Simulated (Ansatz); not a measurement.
# One shape, several levels: BH3 (borane)

Aim: a comparison of 6 runs (B3LYP/def2-TZVPPD, PBE/def2-TZVPPD, r2SCAN/def2-TZVPPD, MP2/def2-TZVPPD, CCSD/def2-TZVPPD, CCSD(T)/def2-TZVPPD) of BH3 (borane). 

The calculation is run with Ansatz 0.2.0.

32 further runs of the same task are left out: 32 set aside as unsound or not needed.

## Step 1: The system as given

BH3: 4 atoms, total charge 0, spin state singlet. As SMILES, `B`. The B1–H3 distance was set to 1.790 Å, away from the relaxed value. At this shape a bond of the SMILES string is far longer than usual.

Bond lengths: B1–H2 1.193 Å, B1–H4 1.193 Å. Angles: H2–B1–H4 120.0°. A long bond or contact: B1–H3 1.790 Å.

## Step 2: A single-point energy at B3LYP/def2-TZVPPD (run 1)

File molecule.yaml:

```yaml
crystal:
  periodic: [false, false, false]
  atoms:
    - {symbol: B, position_ang: [0.158940, 0.563211, -0.029148]}
    - {symbol: H, position_ang: [1.127240, 0.960011, 0.544752]}
    - {symbol: H, position_ang: [-0.276200, -1.171800, 0.043000]}
    - {symbol: H, position_ang: [-0.519360, 1.323211, -0.650948]}
basis:
  gaussian: {orbitals: def2-TZVPPD.json}
total_charge: 0
output: {orbitals: {seedname: orbitals}}
hamiltonian: {xc: {name: B3LYP}}
accuracy: high
```

The basis set def2-TZVPPD is read from a file made from the Basis Set Exchange's data (not shown).

The run is started by

```sh
$ ansatz run molecule.yaml --threads 1 --pin off --max-ram 3480MiB --events-out events.jsonl --progress --plain --runs-dir runs
```

The program printed:

```text
Warning: RAYON_NUM_THREADS=1 ignored (pool sized by the plan → 1); use --threads N
Functional definition: B3LYP
  name "B3LYP"
  parameter a0 = 0.2
  parameter ax = 0.72
  parameter ac = 0.81
  exchange = (1 - a0 - ax)*slater_x + ax*b88_x + a0*exact_x
  correlation = (1 - ac)*vwn_rpa_c + ac*lyp_c
1359 factors; integrals over basis functions are off by at most 2.5e-9 eV
mean field evaluation 1: about -722.0393 eV, gradient 1.3e1 eV
mean field evaluation 2: about -722.2400 eV, gradient 9.8e0 eV
mean field evaluation 4: about -722.6368 eV, gradient 1.3e-1 eV
mean field evaluation 8: about -722.6361 eV, gradient 3.9e-3 eV
mean field evaluation 16: about -722.6361 eV, gradient 1.2e-8 eV
mean field -722.63611807 eV, -26.5563875189 hartree, gradient 1.2e-8 eV, S^2 0.000000; 0 other end points of the search recorded, 0 dependent functions left out
reference -722.63615273 eV, -26.5563887924 hartree; 4, 4 occupied and 84, 84 virtual orbitals, 1359 factors
Total energy: -722.63615273 eV, -26.5563887924 hartree
```

It took 1.9 s on 1 thread of Arm Neoverse V2, shared host; peak memory 0.16 GiB.

## Step 3: A single-point energy at PBE/def2-TZVPPD (run 2)

Changes to molecule.yaml since step 2:

```diff
@@ -9,5 +9,4 @@
   gaussian: {orbitals: def2-TZVPPD.json}
-total_charge: 0
+hamiltonian: {xc: {name: PBE}}
+accuracy: high
 output: {orbitals: {seedname: orbitals}}
-hamiltonian: {xc: {name: B3LYP}}
-accuracy: high
```

The basis set def2-TZVPPD is read from a file made from the Basis Set Exchange's data (not shown).

The run is started by

```sh
$ ansatz run molecule.yaml --threads 1 --pin off --max-ram 3480MiB --events-out events.jsonl --progress --plain --runs-dir runs
```

The program printed:

```text
Warning: RAYON_NUM_THREADS=1 ignored (pool sized by the plan → 1); use --threads N
Functional definition: PBE
  name "PBE"
  parameter kappa = 0.804
  parameter beta = 0.06672455060314922
  exchange = pbe_x(kappa = kappa, mu = beta*pi^2/3)
  correlation = pbe_c(beta = beta)
1359 factors; integrals over basis functions are off by at most 2.5e-9 eV
mean field evaluation 1: about -719.6991 eV, gradient 1.7e1 eV
mean field evaluation 2: about -719.3331 eV, gradient 1.8e1 eV
mean field evaluation 4: about -720.8103 eV, gradient 3.7e-1 eV
mean field evaluation 8: about -720.8101 eV, gradient 1.5e-2 eV
mean field evaluation 16: about -720.8101 eV, gradient 3.9e-8 eV
mean field -720.81010141 eV, -26.4892826443 hartree, gradient 3.9e-8 eV, S^2 0.000000; 0 other end points of the search recorded, 0 dependent functions left out
reference -720.81010517 eV, -26.4892827824 hartree; 4, 4 occupied and 84, 84 virtual orbitals, 1359 factors
Total energy: -720.81010517 eV, -26.4892827824 hartree
```

Wall time 1.6 s (1 thread of Arm Neoverse V2, shared host); peak memory 0.15 GiB.

Runs 3 to 5 aren't shown in full; the table further down has their settings and results.

## Step 4: A single-point energy at CCSD(T)/def2-TZVPPD (run 6)

File job.yaml:

```yaml
crystal:
  periodic: [false, false, false]
  atoms:
    - {symbol: B, position_ang: [0.158940, 0.563211, -0.029148]}
    - {symbol: H, position_ang: [1.127240, 0.960011, 0.544752]}
    - {symbol: H, position_ang: [-0.276200, -1.171800, 0.043000]}
    - {symbol: H, position_ang: [-0.519360, 1.323211, -0.650948]}
basis:
  gaussian: {orbitals: def2-TZVPPD.json}
correlation: {method: ccsd_t, frozen_orbitals: {B: 1, H: 0}}
accuracy: high
scf: {omitted_lower_state_checks: [cluster_reference, increment]}
```

The basis set def2-TZVPPD is read from a file made from the Basis Set Exchange's data (not shown).

The run is started by

```sh
$ ansatz run job.yaml --threads 1 --pin off --max-ram 3480MiB --events-out events.jsonl --progress --plain --runs-dir runs
```

The program printed:

```text
Warning: RAYON_NUM_THREADS=1 ignored (pool sized by the plan → 1); use --threads N
[... 11 lines left out ...]
1 core orbitals not correlated: weight in the atoms' cores, before any rotation towards them, 1.000 or more for the frozen orbitals, at most 0.000 for the correlated occupied ones
[... 25 lines left out ...]
Total energy: -720.32574027 eV, -26.4714827006 hartree
Checks for a lower state left out: cluster_reference, increment
```

Wall time 3.3 s (1 thread of Arm Neoverse V2, shared host); peak memory 0.5 GiB.

## Step 5: All runs side by side

| run | level | frozen core orbitals | energy (Eh) | wall time |
| --- | --- | --- | --- | --- |
| 1 | B3LYP/def2-TZVPPD | – | -26.556389 | 1.9 s |
| 2 | PBE/def2-TZVPPD | – | -26.489283 | 1.6 s |
| 3 | r2SCAN/def2-TZVPPD | – | -26.518741 | 2.7 s |
| 4 | MP2/def2-TZVPPD | 1 | -26.442068 | 0.76 s |
| 5 | CCSD/def2-TZVPPD | 1 | -26.468138 | 3 s |
| 6 | CCSD(T)/def2-TZVPPD | 1 | -26.471483 | 3.3 s |

## Step 6: What came out

```
                                         quantity         value
                              run 6: total energy  -26.47148 Eh
run 6: correlation energy (1 core orbital frozen)    -144.8 mEh
                            run 6: (T) correction     -3.35 mEh
                             run 6: T1 diagnostic         0.014
```

What this shows: Over runs 1, 2, 3 the HOMO–LUMO gap runs from 3.80 eV (PBE/def2-TZVPPD) to 5.62 eV (B3LYP/def2-TZVPPD). Totals of different functionals can't be ranked against each other. All runs together took 13 s, the longest 3.3 s.
